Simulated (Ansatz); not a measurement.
Results of LDA in Ansatz (plane waves, PAW) for hcp Ru.

A relaxed, unreconstructed slab of the (11-20) face has 20 atoms, two equal faces of 19.573 Å² each and an energy of -115155.9669 eV. A bulk cell of 4 atoms with the same orientation and in-plane k mesh has -23033.1837 eV. Energies are extrapolated to zero smearing.

Settings: plane-wave cutoff 500 eV, 14×12×1 k mesh (along the axes of the cell as run), Fermi–Dirac smearing 0.1 eV, scalar-relativistic PAW data made under PBE.

Worked out: γ = (E_slab − N E_bulk per atom)/2A = [-115155.9669 − 20 × (-23033.1837/4)]/(2 × 19.573) = 0.2542 eV/Å². With 16.022 J/m² per eV/Å² this is 4.07 J/m², or 4.98 eV per surface cell and face.

Ansatz is a first-principles code.
